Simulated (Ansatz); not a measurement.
**One arrangement of a pair**

The pair of NH$_{3}$ (SMILES N, atoms 1–4) and SiNH$_{5}$ (SMILES [SiH3]N, atoms 5–11), both closed shells, in one local arrangement (a lower one may exist), relaxed at PBE0-D4/def2-TZVP:

N1  (-0.068, 0.073, -2.233)
H2  (0.653, -0.624, -2.371)
H3  (-0.954, -0.362, -2.461)
H4  (0.090, 0.806, -2.913)
Si5  (0.169, -0.466, 1.836)
N6  (-0.351, 0.782, 0.787)
H7  (-0.397, -0.234, 3.193)
H8  (-0.331, -1.761, 1.298)
H9  (1.648, -0.622, 2.014)
H10  (-0.223, 0.663, -0.216)
H11  (-0.236, 1.743, 1.066)
(Å)

Program: Ansatz 0.2.0. Basis: def2-TZVPPD, with def2-QZVPPD for the basis limit. Cores are frozen in the correlated methods. B3LYP uses VWN-RPA correlation. Extrapolation: Hartree–Fock as exp(−7.88 √X), correlation as X^−2.97. Interaction energies count from these two fragments, frozen as in the pair, with the counterpoise correction; negative means bound.

**Question.** What is the interaction energy by CCSD(T) at an estimated basis limit (MP2 extrapolated from triple and quadruple zeta, plus CCSD(T) − MP2 in triple zeta)? (Judge from chemistry; the value comes from the calculation.)

**Answer.** By the calculation: -19.0 kJ/mol. Hartree–Fock alone gives -9.1 kJ/mol at the basis limit. It counts from the two fragments frozen as in the pair.

The same quantity by other methods in triple zeta, and each one's difference from that estimate:
| method | E_int (kJ/mol) | difference |
| --- | --- | --- |
| PBE-D4 | -22.4 | -3.4 |
| revPBE-D4 | -19.8 | -0.8 |
| BLYP-D4 | -19.8 | -0.8 |
| r2SCAN-D4 | -20.0 | -1.0 |
| B97M-V | -19.9 | -0.9 |
| PBE0-D4 | -21.5 | -2.4 |
| B3LYP-D4 | -20.2 | -1.1 |
| HSE06-D4 | -21.4 | -2.4 |
| wB97X-V | -18.6 | 0.4 |
| wB97M-V | -18.8 | 0.2 |
| B2PLYP | -16.3 | 2.7 |
| HF | -9.0 | 10.0 |
| MP2 | -18.0 | 1.1 |
| CCSD | -16.1 | 2.9 |
| CCSD(T) | -17.7 | 1.3 |
Differences are method less estimate.

**Question.** Which atoms make the shortest contact between the fragments?

**Answer.** N1 and H10, 2.11 Å apart.

Energy to bend the free fragments (PBE0-D4 minima) into their shapes in the pair, CCSD(T)/def2-TZVPPD: NH$_{3}$ 0.0 kJ/mol; SiNH$_{5}$ 1.0 kJ/mol. This must be added to the interaction energy to get the binding energy from relaxed fragments.

Basis-set superposition shift (counterpoise-corrected less uncorrected): CCSD(T) 2.1; MP2 2.1; HF 0.4; PBE0-D4 0.5; wB97M-V 0.7 kJ/mol.

No T1 diagnostic of these runs exceeds 0.010.

For scale, one of the runs: CCSD(T)/def2-TZVPPD, 258 basis functions, launched by `ansatz run in.yaml --threads 4 --pin off --events-out ev --progress --plain --max-ram 9574MiB`. Time: 75 s of wall clock on 4 CPU threads of an Arm Neoverse V1; the host was shared. Peak host memory: 5.8 GiB.
